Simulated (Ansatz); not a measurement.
A short molecular-dynamics run on C$_{2}$H$_{5}$NO (`CC(N)=O`).

```yaml
crystal:
  periodic: [false, false, false]
  atoms:
    - {symbol: C, position_ang: [-0.505560, 0.801284, -0.547307]}
    - {symbol: C, position_ang: [0.463337, -0.320312, -0.263731]}
    - {symbol: N, position_ang: [0.377470, -0.872695, 0.973105]}
    - {symbol: O, position_ang: [1.261172, -0.706954, -1.090127]}
    - {symbol: H, position_ang: [-1.178703, 0.481224, -1.344537]}
    - {symbol: H, position_ang: [-1.096878, 1.103615, 0.317917]}
    - {symbol: H, position_ang: [0.056718, 1.658409, -0.918469]}
    - {symbol: H, position_ang: [-0.284031, -0.557979, 1.656862]}
    - {symbol: H, position_ang: [0.994974, -1.632990, 1.199288]}
basis:
  gaussian: {orbitals: def2-SVP}
hamiltonian: {xc: {name: r2SCAN}}
md: {timestep: 2 fs, n_steps: 30, ensemble: nve, temperature: 1500, initial_velocities: maxwell_boltzmann, seed: 492}
```

```sh
$ ansatz run in.yaml --threads 4 --pin off --events-out ev --progress --plain --max-ram 10444MiB
```

```json
{"step": "0", "time (fs)": "0.0", "potential energy (eV)": "-5685.6603", "kinetic (eV)": "1.3572", "T (K)": "1500", "conserved (eV)": "-5684.3031"}
{"step": "1", "time (fs)": "2.0", "potential energy (eV)": "-5684.2299", "kinetic (eV)": "0.6610", "T (K)": "731", "conserved (eV)": "-5683.5689"}
{"step": "2", "time (fs)": "4.0", "potential energy (eV)": "-5684.8200", "kinetic (eV)": "1.0851", "T (K)": "1199", "conserved (eV)": "-5683.7349"}
{"step": "3", "time (fs)": "6.0", "potential energy (eV)": "-5684.1756", "kinetic (eV)": "0.5286", "T (K)": "584", "conserved (eV)": "-5683.6471"}
{"step": "4", "time (fs)": "8.0", "potential energy (eV)": "-5684.1211", "kinetic (eV)": "0.5022", "T (K)": "555", "conserved (eV)": "-5683.6189"}
{"step": "5", "time (fs)": "10.0", "potential energy (eV)": "-5684.8387", "kinetic (eV)": "1.1208", "T (K)": "1239", "conserved (eV)": "-5683.7179"}
{"step": "6", "time (fs)": "12.0", "potential energy (eV)": "-5684.1831", "kinetic (eV)": "0.6476", "T (K)": "716", "conserved (eV)": "-5683.5355"}
{"step": "7", "time (fs)": "14.0", "potential energy (eV)": "-5684.7708", "kinetic (eV)": "0.8590", "T (K)": "949", "conserved (eV)": "-5683.9118"}
{"step": "8", "time (fs)": "16.0", "potential energy (eV)": "-5684.7505", "kinetic (eV)": "0.8355", "T (K)": "923", "conserved (eV)": "-5683.9150"}
{"step": "9", "time (fs)": "18.0", "potential energy (eV)": "-5684.0159", "kinetic (eV)": "0.3785", "T (K)": "418", "conserved (eV)": "-5683.6375"}
{"step": "10", "time (fs)": "20.0", "potential energy (eV)": "-5685.0889", "kinetic (eV)": "1.0989", "T (K)": "1215", "conserved (eV)": "-5683.9900"}
{"step": "11", "time (fs)": "22.0", "potential energy (eV)": "-5684.2417", "kinetic (eV)": "0.3963", "T (K)": "438", "conserved (eV)": "-5683.8454"}
{"step": "12", "time (fs)": "24.0", "potential energy (eV)": "-5684.8529", "kinetic (eV)": "0.6546", "T (K)": "723", "conserved (eV)": "-5684.1983"}
{"step": "13", "time (fs)": "26.0", "potential energy (eV)": "-5684.7410", "kinetic (eV)": "0.6854", "T (K)": "757", "conserved (eV)": "-5684.0557"}
{"step": "14", "time (fs)": "28.0", "potential energy (eV)": "-5684.4035", "kinetic (eV)": "0.3993", "T (K)": "441", "conserved (eV)": "-5684.0043"}
{"step": "15", "time (fs)": "30.0", "potential energy (eV)": "-5684.8934", "kinetic (eV)": "0.7350", "T (K)": "812", "conserved (eV)": "-5684.1583"}
{"step": "16", "time (fs)": "32.0", "potential energy (eV)": "-5684.9241", "kinetic (eV)": "0.7150", "T (K)": "790", "conserved (eV)": "-5684.2091"}
{"step": "17", "time (fs)": "34.0", "potential energy (eV)": "-5684.6477", "kinetic (eV)": "0.6787", "T (K)": "750", "conserved (eV)": "-5683.9690"}
{"step": "18", "time (fs)": "36.0", "potential energy (eV)": "-5685.1714", "kinetic (eV)": "1.1652", "T (K)": "1288", "conserved (eV)": "-5684.0061"}
{"step": "19", "time (fs)": "38.0", "potential energy (eV)": "-5684.5692", "kinetic (eV)": "0.6245", "T (K)": "690", "conserved (eV)": "-5683.9447"}
{"step": "20", "time (fs)": "40.0", "potential energy (eV)": "-5684.6034", "kinetic (eV)": "0.6126", "T (K)": "677", "conserved (eV)": "-5683.9909"}
{"step": "21", "time (fs)": "42.0", "potential energy (eV)": "-5685.0853", "kinetic (eV)": "0.9460", "T (K)": "1045", "conserved (eV)": "-5684.1394"}
{"step": "22", "time (fs)": "44.0", "potential energy (eV)": "-5683.9027", "kinetic (eV)": "0.2808", "T (K)": "310", "conserved (eV)": "-5683.6219"}
{"step": "23", "time (fs)": "46.0", "potential energy (eV)": "-5685.0462", "kinetic (eV)": "1.1133", "T (K)": "1230", "conserved (eV)": "-5683.9329"}
{"step": "24", "time (fs)": "48.0", "potential energy (eV)": "-5684.0512", "kinetic (eV)": "0.3965", "T (K)": "438", "conserved (eV)": "-5683.6547"}
{"step": "25", "time (fs)": "50.0", "potential energy (eV)": "-5684.2784", "kinetic (eV)": "0.5038", "T (K)": "557", "conserved (eV)": "-5683.7746"}
{"step": "26", "time (fs)": "52.0", "potential energy (eV)": "-5684.8654", "kinetic (eV)": "1.0186", "T (K)": "1126", "conserved (eV)": "-5683.8468"}
{"step": "27", "time (fs)": "54.0", "potential energy (eV)": "-5684.4539", "kinetic (eV)": "0.6252", "T (K)": "691", "conserved (eV)": "-5683.8287"}
{"step": "28", "time (fs)": "56.0", "potential energy (eV)": "-5684.8754", "kinetic (eV)": "0.8868", "T (K)": "980", "conserved (eV)": "-5683.9886"}
{"step": "29", "time (fs)": "58.0", "potential energy (eV)": "-5684.5272", "kinetic (eV)": "0.8385", "T (K)": "927", "conserved (eV)": "-5683.6886"}
{"step": "30", "time (fs)": "60.0", "potential energy (eV)": "-5684.6573", "kinetic (eV)": "0.8121", "T (K)": "898", "conserved (eV)": "-5683.8453"}
```

Velocities are drawn at the set temperature; a run this short doesn't reach equilibrium.

Frames (Å, forces in eV/Å):

```xyz
9
time=0.0 fs
C    -0.506    0.801   -0.547    0.009   -0.080    0.146
C     0.463   -0.320   -0.264   -0.066    0.105   -0.026
N     0.377   -0.873    0.973   -0.092    0.062    0.063
O     1.261   -0.707   -1.090    0.385   -0.178   -0.429
H    -1.179    0.481   -1.345   -0.184   -0.064   -0.245
H    -1.097    1.104    0.318   -0.193    0.116    0.229
H     0.057    1.658   -0.918    0.150    0.241   -0.133
H    -0.284   -0.558    1.657   -0.249    0.091    0.308
H     0.995   -1.633    1.199    0.240   -0.294    0.088
9
time=2.0 fs
C    -0.502    0.766   -0.548    6.647    5.812    7.127
C     0.463   -0.312   -0.285   -1.096   -0.501    2.110
N     0.365   -0.871    0.974    2.678   -0.405   -4.669
O     1.254   -0.702   -1.079    1.913   -0.795   -1.978
H    -1.122    0.596   -1.208   -6.720   -2.343   -7.426
H    -1.081    1.068    0.397    0.816   -0.048   -1.189
H     0.140    1.721   -0.999   -1.599   -2.220    1.387
H    -0.244   -0.565    1.588   -3.780    1.844    4.070
H     1.032   -1.549    1.198    1.141   -1.344    0.568
9
time=4.0 fs
C    -0.476    0.749   -0.525   -2.629    4.984   -2.337
C     0.460   -0.305   -0.299   -1.166   -1.368    3.092
N     0.360   -0.871    0.962   -1.156    0.758    1.298
O     1.252   -0.698   -1.072    2.888   -1.176   -2.907
H    -1.322    0.620   -1.356    1.823   -0.354    1.559
H    -1.033    1.030    0.431    0.685    0.197   -1.187
H     0.162    1.700   -1.026   -1.694   -2.234    1.656
H    -0.349   -0.501    1.675    1.762   -0.974   -1.314
H     1.112   -1.516    1.218   -0.512    0.168    0.140
9
time=6.0 fs
C    -0.459    0.748   -0.510   -4.524    3.363   -4.096
C     0.453   -0.302   -0.303   -0.399   -2.228    2.604
N     0.351   -0.868    0.953   -0.891    0.238    2.912
O     1.257   -0.698   -1.073    2.567   -0.975   -2.525
H    -1.453    0.631   -1.445    3.136   -0.227    2.851
H    -0.960    1.000    0.419   -0.312    0.724    0.078
H     0.120    1.592   -0.990   -0.622   -0.392    0.746
H    -0.386   -0.475    1.712    2.695   -1.445   -2.294
H     1.173   -1.477    1.243   -1.649    0.941   -0.277
9
time=8.0 fs
C    -0.457    0.758   -0.508   -7.297   -2.580   -2.171
C     0.444   -0.307   -0.299    0.631   -2.607    1.213
N     0.340   -0.865    0.953    0.383   -0.307    1.105
O     1.268   -0.700   -1.080    1.282   -0.360   -1.252
H    -1.464    0.634   -1.424    3.114   -0.181    2.835
H    -0.898    0.998    0.410   -1.109    1.112    1.342
H     0.053    1.470   -0.926    3.122    5.067   -2.436
H    -0.320   -0.504    1.660    0.767   -0.363   -0.524
H     1.170   -1.402    1.258   -0.891    0.218   -0.111
9
time=10.0 fs
C    -0.478    0.759   -0.513   -3.223    1.103   -1.841
C     0.438   -0.320   -0.291    1.411   -2.033   -0.357
N     0.330   -0.863    0.955    3.600   -2.116   -5.085
O     1.282   -0.703   -1.089   -0.127    0.139    0.140
H    -1.355    0.629   -1.295    1.599   -0.281    1.485
H    -0.879    1.038    0.453   -0.562    0.717    0.164
H     0.106    1.541   -0.955    0.455    1.054   -0.203
H    -0.225   -0.547    1.589   -4.655    2.765    5.101
H     1.133   -1.319    1.268    1.503   -1.347    0.595
9
time=12.0 fs
C    -0.509    0.764   -0.524    9.322    5.363    7.505
C     0.436   -0.340   -0.284    1.496   -0.363   -1.867
N     0.331   -0.866    0.944   -1.563    0.317    2.844
O     1.296   -0.705   -1.099   -1.004    0.307    1.006
H    -1.185    0.614   -1.109   -8.727   -2.134   -7.542
H    -0.881    1.106    0.502    0.061   -0.019   -1.496
H     0.177    1.653   -0.991   -1.692   -1.905    1.085
H    -0.308   -0.484    1.713    1.240   -0.588   -1.824
H     1.154   -1.287    1.301    0.866   -0.978    0.288
9
time=14.0 fs
C    -0.511    0.787   -0.511    0.816    2.564   -0.738
C     0.439   -0.360   -0.283    1.394    0.933   -2.358
N     0.326   -0.869    0.940   -0.233   -0.523    5.562
O     1.308   -0.707   -1.106   -1.402    0.267    1.364
H    -1.350    0.517   -1.211    0.600    0.417    0.465
H    -0.881    1.173    0.494   -0.015   -0.304   -1.264
H     0.182    1.692   -0.986   -1.946   -2.278    0.933
H    -0.344   -0.444    1.767    2.261   -1.266   -3.165
H     1.209   -1.292    1.346   -1.474    0.190   -0.800
9
time=16.0 fs
C    -0.510    0.817   -0.500   -1.614   -1.091   -3.072
C     0.446   -0.378   -0.289    0.751    1.712   -1.590
N     0.321   -0.873    0.952    1.218   -1.098    3.273
O     1.316   -0.708   -1.109   -1.429    0.159    1.320
H    -1.491    0.436   -1.296    2.968    1.494    2.366
H    -0.881    1.228    0.437   -0.553   -0.143    0.255
H     0.114    1.644   -0.945   -0.711   -0.741   -0.232
H    -0.293   -0.452    1.700    0.872   -0.465   -1.528
H     1.206   -1.291    1.359   -1.502    0.174   -0.793
9
time=18.0 fs
C    -0.514    0.844   -0.499   -4.296   -6.457   -1.473
C     0.456   -0.390   -0.301   -0.137    2.111    0.102
N     0.320   -0.880    0.972    4.530   -3.540   -5.612
O     1.320   -0.708   -1.110   -1.098   -0.039    0.889
H    -1.519    0.412   -1.290    3.106    1.705    2.373
H    -0.903    1.278    0.390   -0.824   -0.034    1.296
H     0.017    1.567   -0.913    2.612    3.592   -2.968
H    -0.208   -0.478    1.575   -4.745    3.642    4.998
H     1.146   -1.282    1.343    0.852   -0.982    0.395
9
time=20.0 fs
C    -0.531    0.851   -0.503   -1.396   -2.631   -1.568
C     0.466   -0.396   -0.312   -0.807    2.349    1.591
N     0.331   -0.897    0.978   -3.036    2.124   -0.845
O     1.322   -0.709   -1.108   -0.473   -0.280    0.110
H    -1.427    0.454   -1.194    1.795    1.141    1.274
H    -0.956    1.327    0.393   -0.013   -0.517    0.259
H     0.021    1.628   -0.995    0.397    0.482   -0.872
H    -0.306   -0.364    1.641    1.339   -1.092   -1.190
H     1.119   -1.312    1.341    2.193   -1.576    1.240
9
time=22.0 fs
C    -0.554    0.849   -0.512    7.677    3.671    3.625
C     0.472   -0.394   -0.319   -1.093    2.225    2.499
N     0.334   -0.908    0.981   -0.968    1.584    1.393
O     1.323   -0.711   -1.106   -0.084   -0.372   -0.394
H    -1.268    0.539   -1.048   -6.318   -2.511   -4.975
H    -1.010    1.355    0.405    0.816   -0.885   -0.736
H     0.041    1.708   -1.110   -1.282   -1.978    1.210
H    -0.352   -0.293    1.661    2.685   -2.360   -2.145
H     1.176   -1.401    1.387   -1.433    0.626   -0.477
9
time=24.0 fs
C    -0.551    0.858   -0.509    3.174    1.637   -0.411
C     0.476   -0.384   -0.317   -0.775    1.667    2.489
N     0.333   -0.914    0.987    0.827    0.365    0.281
O     1.324   -0.713   -1.105   -0.271   -0.183   -0.337
H    -1.350    0.528   -1.093   -1.753   -0.769   -1.497
H    -1.032    1.350    0.390    0.865   -0.609   -0.471
H     0.011    1.711   -1.179   -1.239   -2.066    1.698
H    -0.295   -0.311    1.599    1.458   -1.439   -0.702
H     1.178   -1.467    1.415   -2.287    1.396   -1.050
9
time=26.0 fs
C    -0.539    0.873   -0.508   -1.268   -2.176   -3.276
C     0.476   -0.370   -0.307   -0.120    0.869    1.666
N     0.336   -0.920    0.995    3.974   -3.127   -5.759
O     1.324   -0.716   -1.105   -0.845    0.197    0.181
H    -1.499    0.488   -1.196    2.379    0.719    1.641
H    -1.022    1.322    0.356    0.239    0.077    0.604
H    -0.067    1.636   -1.183   -0.105   -0.480    0.691
H    -0.183   -0.385    1.511   -3.830    3.656    4.578
H     1.092   -1.479    1.402   -0.425    0.264   -0.326
9
time=28.0 fs
C    -0.530    0.881   -0.517   -3.612   -6.240   -0.618
C     0.477   -0.352   -0.292    0.564    0.211    0.512
N     0.349   -0.934    0.986   -4.864    5.112   -2.944
O     1.322   -0.718   -1.104   -1.333    0.560    0.694
H    -1.557    0.475   -1.235    2.940    0.792    2.137
H    -1.002    1.296    0.345   -0.141    0.496    1.041
H    -0.148    1.542   -1.160    2.131    3.147   -2.543
H    -0.217   -0.319    1.597    0.599   -1.011   -0.106
H     0.990   -1.481    1.377    3.718   -3.065    1.828
9
time=30.0 fs
C    -0.534    0.869   -0.528   -2.249   -3.171   -1.244
C     0.479   -0.334   -0.275    1.056   -0.229   -0.728
N     0.349   -0.935    0.970   -1.692    2.193    2.416
O     1.316   -0.719   -1.102   -1.526    0.783    1.009
H    -1.502    0.492   -1.193    2.243    0.351    1.727
H    -0.988    1.290    0.375    0.255    0.300    0.095
H    -0.148    1.569   -1.235    0.939    0.982   -0.253
H    -0.228   -0.291    1.680    1.768   -2.278   -1.844
H     1.031   -1.600    1.422   -0.792    1.069   -1.177
9
time=32.0 fs
C    -0.544    0.847   -0.543    2.955    1.649    0.760
C     0.485   -0.317   -0.261    1.097   -0.527   -1.573
N     0.344   -0.929    0.960    0.284   -0.281    3.200
O     1.307   -0.718   -1.097   -1.364    0.855    1.033
H    -1.362    0.523   -1.085   -2.220   -1.516   -1.279
H    -0.963    1.295    0.408    0.608   -0.026   -0.895
H    -0.112    1.633   -1.319   -0.329   -1.316    1.997
H    -0.171   -0.351    1.692    0.851   -1.243   -1.194
H     1.041   -1.679    1.422   -1.883    2.405   -2.048
9
time=34.0 fs
C    -0.545    0.830   -0.556    7.151    4.135    3.185
C     0.494   -0.301   -0.252    0.449   -0.614   -1.562
N     0.340   -0.924    0.959    2.258   -2.452   -1.649
O     1.295   -0.715   -1.090   -0.779    0.689    0.694
H    -1.306    0.496   -1.025   -5.982   -3.100   -3.606
H    -0.916    1.299    0.406    0.417   -0.086   -0.954
H    -0.088    1.647   -1.327   -0.718   -1.799    2.105
H    -0.082   -0.458    1.658   -2.238    2.199    3.072
H     0.979   -1.665    1.344   -0.557    1.029   -1.286
9
time=36.0 fs
C    -0.523    0.826   -0.558   -0.917   -0.915   -1.077
C     0.504   -0.288   -0.247   -0.697   -0.326   -0.833
N     0.342   -0.925    0.954   -3.392    4.284   -1.126
O     1.281   -0.710   -1.081    0.252    0.221   -0.123
H    -1.480    0.350   -1.104    2.037    0.884    1.183
H    -0.853    1.299    0.368   -0.286    0.280    0.137
H    -0.092    1.592   -1.254   -0.188   -0.600    0.469
H    -0.079   -0.481    1.742   -0.643    0.586    0.322
H     0.895   -1.612    1.216    3.835   -4.414    1.048
9
time=38.0 fs
C    -0.503    0.819   -0.564   -3.809   -4.917    0.892
C     0.513   -0.275   -0.246   -1.800    0.124    0.003
N     0.335   -0.915    0.945   -0.311   -0.070    3.101
O     1.267   -0.705   -1.072    1.362   -0.357   -1.132
H    -1.575    0.238   -1.137    3.391    1.916    1.788
H    -0.800    1.311    0.336   -0.813    0.470    0.972
H    -0.103    1.514   -1.164    1.613    2.761   -3.055
H    -0.100   -0.482    1.838    0.879   -0.838   -2.322
H     0.959   -1.728    1.128   -0.512    0.911   -0.248
9
time=40.0 fs
C    -0.496    0.797   -0.567   -2.908   -1.525   -0.165
C     0.515   -0.262   -0.244   -2.128   -0.055    0.744
N     0.326   -0.905    0.945    1.678   -2.583    2.410
O     1.257   -0.701   -1.066    1.955   -0.678   -1.676
H    -1.541    0.199   -1.102    3.216    2.048    1.570
H    -0.779    1.340    0.340   -0.617   -0.071    0.205
H    -0.052    1.542   -1.190    0.204    0.490   -1.243
H    -0.087   -0.514    1.846    0.713   -0.592   -1.864
H     1.003   -1.809    1.031   -2.112    2.968    0.019
9
time=42.0 fs
C    -0.499    0.770   -0.571    0.264    3.426   -0.060
C     0.511   -0.249   -0.240   -1.557   -0.692    0.903
N     0.323   -0.902    0.951    2.988   -3.210   -2.190
O     1.251   -0.698   -1.064    1.755   -0.576   -1.393
H    -1.384    0.239   -1.007    0.496    0.659    0.081
H    -0.781    1.367    0.353   -0.213   -0.681   -0.777
H     0.006    1.588   -1.264   -1.281   -1.820    0.844
H    -0.048   -0.570    1.782   -0.973    0.924    1.893
H     0.965   -1.777    0.935   -1.479    1.970    0.700
9
time=44.0 fs
C    -0.500    0.753   -0.574    9.938   10.288    4.241
C     0.502   -0.239   -0.233   -0.433   -1.257    0.274
N     0.328   -0.908    0.952   -0.989    2.551   -2.000
O     1.250   -0.697   -1.066    1.022   -0.175   -0.578
H    -1.208    0.304   -0.908   -9.648   -5.562   -4.845
H    -0.792    1.368    0.336   -0.067   -0.667   -0.795
H     0.016    1.565   -1.306   -1.510   -2.041    1.246
H    -0.045   -0.590    1.790   -0.856    0.724    1.678
H     0.872   -1.669    0.865    2.544   -3.861    0.781
9
time=46.0 fs
C    -0.470    0.770   -0.565   -2.673    0.822   -1.371
C     0.491   -0.232   -0.225    0.771   -1.987   -0.486
N     0.330   -0.907    0.947   -1.150    1.706    1.303
O     1.251   -0.696   -1.069    0.326    0.201    0.123
H    -1.401    0.156   -0.996    1.780    1.536    0.657
H    -0.805    1.343    0.288   -0.462    0.374    0.573
H    -0.033    1.464   -1.299   -0.373   -0.186   -0.194
H    -0.075   -0.582    1.863    0.627   -0.531   -1.590
H     0.876   -1.709    0.825    1.155   -1.934    0.985
9
time=48.0 fs
C    -0.448    0.789   -0.559   -5.645   -3.422    0.486
C     0.483   -0.232   -0.219    1.471   -2.360   -1.060
N     0.329   -0.901    0.945    1.261   -2.536    1.519
O     1.253   -0.694   -1.071   -0.153    0.449    0.539
H    -1.526    0.067   -1.058    3.215    2.379    1.446
H    -0.836    1.332    0.262   -0.664    0.936    1.105
H    -0.095    1.355   -1.301    1.353    2.687   -3.394
H    -0.082   -0.595    1.875    0.660   -0.489   -1.801
H     0.923   -1.822    0.823   -1.496    2.356    1.162
9
time=50.0 fs
C    -0.445    0.798   -0.552   -4.850   -0.786   -1.953
C     0.479   -0.239   -0.216    1.692   -2.113   -1.328
N     0.331   -0.903    0.948    2.390   -3.732   -0.490
O     1.255   -0.692   -1.073   -0.349    0.482    0.659
H    -1.527    0.069   -1.064    3.137    2.246    1.561
H    -0.892    1.357    0.279    0.085    0.325   -0.099
H    -0.106    1.350   -1.432    0.008    0.423    0.193
H    -0.063   -0.626    1.817   -0.530    0.426    0.635
H     0.914   -1.846    0.866   -1.584    2.728    0.822
9
time=52.0 fs
C    -0.457    0.804   -0.551   -3.625    0.801   -2.936
C     0.481   -0.253   -0.217    1.284   -1.112   -1.242
N     0.340   -0.914    0.950    0.629   -0.477   -1.190
O     1.255   -0.688   -1.072   -0.191    0.248    0.410
H    -1.409    0.156   -1.011    2.065    1.492    1.171
H    -0.945    1.395    0.291    0.838   -0.242   -0.978
H    -0.117    1.360   -1.556   -0.524   -0.685    2.618
H    -0.064   -0.641    1.784   -1.253    1.000    1.813
H     0.844   -1.765    0.939    0.778   -1.025    0.334
9
time=54.0 fs
C    -0.480    0.812   -0.560    4.412    4.918    0.741
C     0.487   -0.271   -0.223    0.411    0.191   -0.673
N     0.351   -0.927    0.948   -3.400    4.591    1.607
O     1.256   -0.684   -1.071    0.354   -0.187   -0.284
H    -1.212    0.301   -0.913   -5.844   -3.955   -2.519
H    -0.966    1.423    0.267    1.008   -0.192   -0.823
H    -0.147    1.345   -1.580   -0.277   -0.479    2.681
H    -0.113   -0.618    1.821    0.186    0.098   -1.161
H     0.804   -1.724    1.026    3.150   -4.984    0.431
9
time=56.0 fs
C    -0.490    0.836   -0.566    3.304    1.285    1.298
C     0.495   -0.288   -0.230   -0.614    1.102    0.170
N     0.352   -0.927    0.950    0.285   -2.494    3.225
O     1.257   -0.680   -1.071    1.072   -0.609   -1.160
H    -1.238    0.295   -0.912   -4.490   -3.059   -1.724
H    -0.948    1.444    0.210    0.415    0.521    0.343
H    -0.189    1.311   -1.501    0.602    0.764    0.320
H    -0.155   -0.591    1.813    0.591   -0.207   -1.674
H     0.884   -1.873    1.129   -1.163    2.698   -0.798
9
time=58.0 fs
C    -0.488    0.865   -0.568   -3.145   -6.373    1.779
C     0.500   -0.302   -0.237   -1.366    1.345    1.023
N     0.354   -0.934    0.962    1.707   -3.501    1.459
O     1.260   -0.678   -1.073    1.451   -0.767   -1.606
H    -1.436    0.171   -0.976    1.972    1.754    1.044
H    -0.914    1.485    0.167   -0.317    1.034    1.418
H    -0.207    1.306   -1.409    1.798    2.535   -3.873
H    -0.175   -0.571    1.741   -0.248    0.200   -0.029
H     0.920   -1.919    1.202   -1.852    3.773   -1.215
9
time=60.0 fs
C    -0.497    0.873   -0.565   -2.581   -3.777   -1.496
C     0.501   -0.311   -0.241   -1.274    1.015    1.238
N     0.361   -0.951    0.977    1.025   -0.842   -1.009
O     1.268   -0.677   -1.079    1.146   -0.588   -1.257
H    -1.559    0.115   -1.001    2.975    2.534    1.308
H    -0.893    1.566    0.179    0.068   -0.073    0.507
H    -0.156    1.398   -1.466    0.137   -0.081    0.127
H    -0.204   -0.545    1.668   -0.997    0.537    1.211
H     0.885   -1.821    1.228   -0.497    1.274   -0.630
```

It took 36 s on 4 threads of an Arm Neoverse V1 on a shared host, with 0.16 GiB of host memory at the peak.
